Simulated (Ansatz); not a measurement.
Worked example: correlation energy of [NH2···H···CH3], doublet

Geometry: a point of a hydrogen-transfer path between rigid fragments, not a stationary point.

```yaml
atoms:
  - { symbol: N, position_ang: [-1.2729, -0.0178, -0.0277] }
  - { symbol: H, position_ang: [-1.5701, 0.9501, -0.0277] }
  - { symbol: H, position_ang: [-1.5701, -0.4201, 0.8526] }
  - { symbol: H, position_ang: [0.2871, -0.0178, -0.0277] }
  - { symbol: C, position_ang: [1.3771, -0.0178, -0.0277] }
  - { symbol: H, position_ang: [1.3771, -1.0978, -0.0277] }
  - { symbol: H, position_ang: [1.3771, 0.5222, 0.9077] }
  - { symbol: H, position_ang: [1.3771, 0.5222, -0.9630] }
```

Basis cc-pVDZ; Ansatz 0.2.0. Only valence electrons are correlated (noble-gas cores frozen), which leaves 15 electrons in 56 orbitals. Prefix R: restricted or restricted open-shell reference; prefix U: unrestricted.

Full CI isn't at hand for all of this; UCCSDT(Q) serves as the reference, and is uncertain by about the last step of the cluster series.

Runs differ by some tens of microhartree through their thresholds and, for an open shell, their frozen cores, so steps under 0.03 kcal/mol mean nothing.

| level | total energy (hartree) |
| --- | --- |
| UHF | -95.696995 |
| UMP2 | -96.017722 |
| UCCSD | -96.058386 |
| UCCSD(T) | -96.066593 |
| UCCSDT | -96.067451 |
| UCCSDT(Q) | -96.067947 |

**Question.** What is the correlation energy at UCCSDT(Q), and what share of it do UMP2 and UCCSDT recover?

**Answer.** E(corr) = -96.067947 − (-95.696995) = -0.370952 hartree = -10.094 eV. UMP2: -0.320727 / -0.370952 = 86.46 %. UCCSDT: -0.370456 / -0.370952 = 99.87 %.

**Question.** By how many kcal/mol does UCCSD(T) miss UCCSDT(Q) (1 hartree = 627.509 kcal/mol), and which steps make up the rest?

**Answer.** -96.066593 − (-96.067947) = 0.001354 hartree = 0.85 kcal/mol. Steps: UCCSDT − UCCSD(T) = -0.54, UCCSDT(Q) − UCCSDT = -0.31 kcal/mol. Differences between like states or geometries often cancel part of this.
